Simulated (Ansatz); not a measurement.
A nudged elastic band was laid between two geometries of BClH2 + FH (6 atoms, charge 0, multiplicity 1).

Theory: Ansatz 0.2.0, RKS B3LYP-D4/6-31G*.

| Quantity | Value |
| --- | --- |
| movable images | 9 |
| climbing image | yes |
| spring | 5.0 eV/Å² |
| optimiser | quadratic models (default) |
| start path | through a guess of the saddle point |
| force threshold | 0.05 eV/Å |
| iteration limit | 60 |
| end points | relaxed |

Image 0:

```xyz
6
Properties=species:S:1:pos:R:3
B 0.002 0.111 0.131
Cl -0.013 0.635 1.858
H 1.048 0.168 -0.427
H -1.049 0.096 -0.422
F 0.069 -1.887 0.498
H 0.064 -1.853 1.442
```

Image 10:

```xyz
6
Properties=species:S:1:pos:R:3
B 0.016 -0.267 -0.762
Cl 0.018 -0.596 3.595
H 1.061 0.087 -1.216
H -1.057 0.029 -1.192
F 0.050 -1.060 0.309
H 0.032 -0.922 2.346
```

Which bonds break or form, and what moves?

Bonds broken: B1–Cl2, F5–H6. Bonds formed: B1–F5, Cl2–H6. BClH2 + FH becomes BFH2 + ClH.

What energy profile does the band end with?

The forces met the threshold. The highest image is number 2 of 0 to 10, 37.1 kJ/mol above the first end and 99.1 kJ/mol above the last; the last end lies 62.0 kJ/mol below the first. A vibrational analysis at the climbing image gives one clearly imaginary mode, 941i cm⁻¹: a first-order saddle point. The orbitals stay closed-shell, which can raise the energy where a bond breaks towards radicals; this wasn't checked here.

```csv
image,path coordinate (Å),energy (kJ/mol),B1–Cl2 (Å),F5–H6 (Å),B1–F5 (Å)
0,0.00,0.0,1.81,0.95,2.03
1,0.43,8.6,1.88,0.97,1.77
2,0.87,37.1,2.06,1.19,1.54
3,1.24,-6.1,2.32,1.57,1.40
4,1.61,-44.6,2.67,1.93,1.35
5,1.97,-56.9,2.98,2.23,1.34
6,2.34,-59.6,3.30,2.31,1.33
7,2.71,-60.4,3.60,2.18,1.33
8,3.08,-61.1,3.88,2.09,1.33
9,3.45,-61.7,4.15,2.06,1.33
10,3.81,-62.0,4.37,2.04,1.33
```

What is the geometry of the highest image?


```xyz
6
Properties=species:S:1:pos:R:3
B 0.011 -0.217 0.006
Cl 0.000 0.221 2.022
H 1.051 0.145 -0.433
H -1.051 0.075 -0.430
F 0.061 -1.703 0.408
H 0.048 -1.250 1.507
```

What are the harmonic wavenumbers there?

941i, 456, 526, 667, 780, 849, 941, 1171, 1246, 1559, 2678, 2800 cm⁻¹.

Run time: 3.8 min on 1 thread of Arm Neoverse V1, with other jobs on the host, peak memory 0.1 GiB.
